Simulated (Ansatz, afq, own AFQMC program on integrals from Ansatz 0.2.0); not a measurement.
**Where AFQMC and coupled cluster stand for O2⁺, quartet**

```tsv
atom	x (Å)	y (Å)	z (Å)
O	0.0000	0.0000	0.0000
O	0.0000	0.0000	1.6340
```

Basis 6-31G. Only valence electrons are correlated. AFQMC by an in-house program on the Cholesky factors that Ansatz 0.2.0 writes for its CCSD(T) run. The CISD trial takes its coefficients from CCSD amplitudes. Released means that phaseless walkers are propagated on without the constraint, phases kept. Uncertainties: one standard error, sampling alone.

Determinant: UHF, the one that the program's search chose, which needn't be the lowest solution. The geometry is a point of a scan.

Full CI on the same integrals is exact in this basis and with this determinant's frozen core.

Cautions: lower spins were not checked; the search met a lower determinant of the same kind, perhaps of another symmetry (1.09 eV lower), and this one is a saddle point; strong correlation (T1 0.116, weight of the determinant 0.61, largest double 0.26); unrestricted determinant spin contaminated (⟨S²⟩ 4.36 against 3.75); the CCSD(T) amplitudes may be one of several solutions (largest double 0.26); the released energies get too noisy after the second time (errors over twice the walk's own, or jumping), so no released level is given (meV from the phaseless value at times in 1/Eh: 257 ± 398 at 0.24, -67 ± 7 at 0.51, -148 ± 54 at 0.99, -156 ± 42 at 1.62, -164 ± 31 at 2.40).

```
T1 diagnostic                               : 0.1155
weight of the determinant in the CISD state : 0.610
⟨S²⟩ of the determinant                     : 4.360
size of the correlated space                : 11 electrons in 16 orbitals
```

| level | correlation energy (eV) |
| --- | --- |
| MP2 | -3.7814 |
| CCSD | -5.8804 |
| CCSD(T) | -6.2008 |

(1) Estimate where full CI lies against CCSD(T) on the same integrals.

(1) 91.2 meV below CCSD(T).

Reference: full CI, correlation energy -6.292 eV. The cautions show a poor starting determinant, so the rows tell how each method copes with it here, and full CI is the sure value.

| level | E − E(reference) (meV) | share of correlation (%) |
| --- | --- | --- |
| CCSD(T) | 91.2 | 98.55 |
| ph-AFQMC/CISD | 147.6 ± 3.4 | 97.65 |
